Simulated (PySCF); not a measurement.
## Simulated absorption spectrum

Compound: CH2Si.
Numbering: `[CH:1]#[SiH:2]` (hydrogens: H3 on C1; H4 on Si2)

Computed with PySCF 2.14.0, density-fitted response routines, TDDFT wB97X-D/def2-SVPD, vertical, gas phase, core orbitals frozen in the response. Isolated species at its GFN2-xTB geometry, gas phase.

Each state is given a Gaussian of 0.4 eV full width at half maximum, with ε(max) = 2.175×10⁸ f / Δν̃ (Δν̃ the width in cm⁻¹). The width is an assumption, not a result. The curve ends short of the highest state used, and states not computed would add to its high-energy end.

(E (eV), ε (L mol⁻¹ cm⁻¹)): (1.91, 0), (1.99, 2), (2.07, 6), (2.15, 19), (2.23, 45), (2.31, 87), (2.40, 140), (2.48, 169), (2.56, 163), (2.64, 126), (2.72, 79), (2.80, 41), (2.88, 24), (2.97, 37), (3.05, 88), (3.13, 188), (3.21, 326), (3.29, 460), (3.37, 548), (3.45, 612), (3.53, 771), (3.62, 1254), (3.70, 1996), (3.78, 2849), (3.86, 3489), (3.94, 3677), (4.02, 3412), (4.10, 2863), (4.19, 2111), (4.27, 1437), (4.35, 848), (4.43, 421), (4.51, 172), (4.59, 57), (4.67, 15), (4.75, 3), (4.84, 0), (4.92, 0), (5.00, 1), (5.08, 8), (5.16, 48), (5.24, 230), (5.32, 877), (5.41, 3039), (5.49, 7244), (5.57, 13832), (5.65, 21159), (5.73, 25928), (5.81, 25456), (5.89, 20044), (5.98, 11869), (6.06, 6254), (6.14, 3570), (6.22, 3436), (6.30, 4718), (6.38, 6101)

(1) Locate the maxima and give the states behind the curve.

(2) Coming from long wavelengths, where does ε first pass 100 L mol⁻¹ cm⁻¹?

(3) Does any computed singlet lie in the visible range?

(4) On this curve, what absorbance would a 10⁻⁵ mol/L sample give at 280 nm over a 1 cm path?

## Answers

(1) 494 nm (2.51 eV), ε about 170, made up of S1 (100%); 315 nm (3.93 eV), ε about 3700, made up of S3 (15%), S4 (68%) and S5 (16%); 215 nm (5.76 eV), ε about 26000, made up of S6 (100%) (ε in L mol⁻¹ cm⁻¹; maxima over ε = 5, shares over 10%). At its high-energy end, 6.38 eV, the curve is still rising (ε about 6100, from S7). The states used: S1 2.51 eV (f 0.0025); S2 3.37 eV (f 0.0073); S3 3.79 eV (f 0.012); S4 3.91 eV (f 0.038); S5 4.16 eV (f 0.021); S6 5.76 eV (f 0.392); S7 6.44 eV (f 0.096); S8 6.98 eV (f 0.092).

(2) At about 532 nm (2.33 eV), 0.18 eV below S1.

(3) S1 lies in the visible range (380 to 750 nm), at 494 nm, f = 0.0025; light of that wavelength is blue-green, and its complementary colour is red; a Tamm–Dancoff triplet lies at 630 nm, without intensity as long as spin–orbit coupling is left out.

(4) 280 nm is 4.428 eV, where ε is about 430 L mol⁻¹ cm⁻¹, so A = ε c l ≈ 0.0043 (Beer–Lambert, with the gas-phase spectrum and the assumed width).
